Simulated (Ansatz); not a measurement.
# hcp Be

Level of theory: PBEsol (Ansatz, a first-principles code, PAW).

Run with plane-wave cutoff 520 eV, 16×16×10 k mesh (along the axes of the cell as run), Fermi–Dirac smearing 0.1 eV, perturbation theory, force constants from a 4×4×2 q mesh, scalar-relativistic PAW data made under PBE.

Cell: relaxed at this level.

```
Quantity                  Result
-----------------  -------------
zero-point energy  0.095 eV/atom
```
